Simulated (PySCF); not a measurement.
C4H7N.
Z-matrix (Å and degrees, PBE0-D3(BJ)/def2-SVP geometry), rows numbered from 1:
```
C 
C   1  1.3332
C   2  1.5001  1  125.00
C   3  1.5088  2  111.71  1   113.68
N   4  1.2657  3  128.02  2   120.24
H   1  1.0950  2  121.46  3     1.26
H   1  1.0930  2  121.44  3  -178.97
H   2  1.0972  1  119.21  3   178.45
H   3  1.1038  2  109.44  1    -6.62
H   3  1.1045  2  110.53  1  -124.97
H   4  1.1053  3  114.58  2   -59.09
H   5  1.0279  4  110.02  3     0.48
```

Computed with PySCF at PBE0/def2-SVPD, non-relativistic, on one gas-phase PBE0-D3(BJ)/def2-SVP geometry that isn't relaxed in the solvent. The solvent is an IEF-PCM continuum (cavity from Bondi-type radii × 1.2), and excitations are vertical TDDFT with non-equilibrium linear response and a frozen core. Only the electrostatic response of the medium enters.

```tsv
run	E − E(gas) (kJ/mol)	HOMO (eV)	HOMO–LUMO gap (eV)	dipole (D)	lowest singlet (eV)	static polarisability (au)
gas	0.00	-7.47	6.82	2.42	5.18	58.6
P	-17.71	-7.47	6.89	2.92	5.26	72.2
Q	-25.21	-7.47	6.90	3.13	5.30	78.9
```

Problem. The runs were made in chloroform and dimethylsulfoxide. Which run belongs to which solvent?

Solution. P = chloroform, Q = dimethylsulfoxide. The dielectric constants are 4.711 (chloroform), 46.83 (dimethylsulfoxide), and the energy falls further as ε rises. The optical constants n² used for the excitations are 2.09, 2.19 in the same order. In this model the ground state sees the solvent through ε alone.

Problem. How constant is the ratio of the lowering to (ε − 1)/(2ε + 1)?

Solution. 
```
          solvent  (ε − 1)/(2ε + 1)  E − E(gas) (kJ/mol)  ratio (kJ/mol)  polarisation term (kJ/mol)
       chloroform             0.356               -17.71           -49.7                      -20.10
dimethylsulfoxide             0.484               -25.21           -52.1                      -30.14
```

The ratio changes by +4.7 % in size from chloroform to dimethylsulfoxide. The polarisation term is half the interaction of the solute with the induced surface charges.

Rough CPU time on one thread of a shared machine: about 30 s. This is the whole response run at PBE0/def2-SVPD in dimethylsulfoxide, SCF included.
